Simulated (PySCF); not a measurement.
Process, species as SMILES: F[C]F (closed-shell singlet) + 3 [H][H] (H2) → C (CH4) + 2 F (HF)
B3LYP-D3(BJ)/def2-TZVP geometries, fixed; electronic energies without zero-point terms.

Basis-set convergence of the energy of full hydrogenation at HF with PySCF. All functions are spherical. Density fitting with generated auxiliary sets. No added dispersion term, no relativity. Functions are those of the species that has most. Reference: the value in def2-QZVPPD, -111.62 kcal/mol, itself unsure by roughly 0.30 kcal/mol (its mean distance from pcseg-3, def2-QZVPP, cc-pVQZ). Deviations are taken from unrounded values.

| basis | functions | energy of full hydrogenation (kcal/mol) | minus reference (kcal/mol) |
|---|---|---|---|
| 6-31G** | 42 | -106.89 | 4.73 |
| cc-pVDZ | 42 | -111.85 | -0.23 |
| 6-311G** | 54 | -113.04 | -1.43 |
| aug-cc-pVDZ | 69 | -118.94 | -7.32 |
| aug-pcseg-1 | 69 | -113.42 | -1.80 |
| pcseg-2 | 90 | -112.05 | -0.43 |
| def2-TZVPP | 93 | -111.59 | 0.03 |
| 6-311++G(3df,3pd) | 117 | -111.80 | -0.18 |
| def2-TZVPPD | 117 | -112.31 | -0.69 |
